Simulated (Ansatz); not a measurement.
One change: `C/C=C/CF` becomes `C=N/C=C/CF`.

Ansatz, PBE0-D4/def2-TZVP geometries, multiplicity 1. Each molecule was computed in one conformer, which needn't be the lowest.

| property | `C/C=C/CF` |
| --- | --- |
| HOMO energy (ωB97M-V/def2-TZVPP) / eV | -9.43 |
| HOMO–LUMO gap (B3LYP/def2-TZVPP) / eV | 7.22 |
| HOMO–LUMO gap (PBE/def2-TZVPP) / eV | 5.50 |
| size of the dipole moment (B3LYP/def2-TZVPP) / D | 1.65 |
| HOMO–LUMO gap (ωB97M-V/def2-TZVPP) / eV | 12.02 |
| size of the dipole moment (ωB97M-V/def2-TZVPP) / D | 1.64 |

What does the change do to each property? (An estimate is asked.)

Ansatz gave: 
| property | `C=N/C=C/CF` | shift |
| --- | --- | --- |
| HOMO energy (ωB97M-V/def2-TZVPP) / eV | -9.26 | 0.17 |
| HOMO–LUMO gap (B3LYP/def2-TZVPP) / eV | 5.55 | -1.67 |
| HOMO–LUMO gap (PBE/def2-TZVPP) / eV | 3.92 | -1.58 |
| size of the dipole moment (B3LYP/def2-TZVPP) / D | 0.24 | -1.41 |
| HOMO–LUMO gap (ωB97M-V/def2-TZVPP) / eV | 10.20 | -1.82 |
| size of the dipole moment (ωB97M-V/def2-TZVPP) / D | 0.22 | -1.42 |

Dipoles are sizes alone; their direction can turn.

B3LYP here is the variant with VWN-RPA as its local correlation; programs differ in this.
